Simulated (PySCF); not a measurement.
Electron affinity of S by level of theory

S⁻ [Ne] 3s2 3p5 (2P) → S [Ne] 3s2 3p4 (3P), as a difference of total energies. Calculation: PySCF 2.14, in aug-cc-pV(Q+d)Z (7s6p5d3f2g, 89 functions); the non-relativistic Hamiltonian (point nucleus). Correlated levels: valence: [Ne] frozen. The calculations carry no spin-orbit coupling.

```csv
method,electron affinity (eV)
UHF,0.885
LDA,2.393
PBE,2.165
PBE0,2.065
r2SCAN,2.127
M06,2.048
wB97M-V,2.126
PW91,2.213
B3LYP,2.203
MP2 (valence),2.018
SCS-MP2 (valence),2.030
```

Problem. How much does correlation contribute at MP2 (valence)?

Solution. 2.018 − (0.885) = 1.133 eV, measured against UHF.

Errors of the correlated levels include the incompleteness of this basis and the frozen core.

In the anion the highest occupied orbital energy is positive at LDA, PBE, PBE0, r2SCAN, M06, PW91, B3LYP, a self-interaction effect; the basis confines that electron, and the energy difference can still be sensible.

For comparison: 2.077 eV (measured; photodetachment measurements, as compiled on the Wikipedia data page of electron affinities).
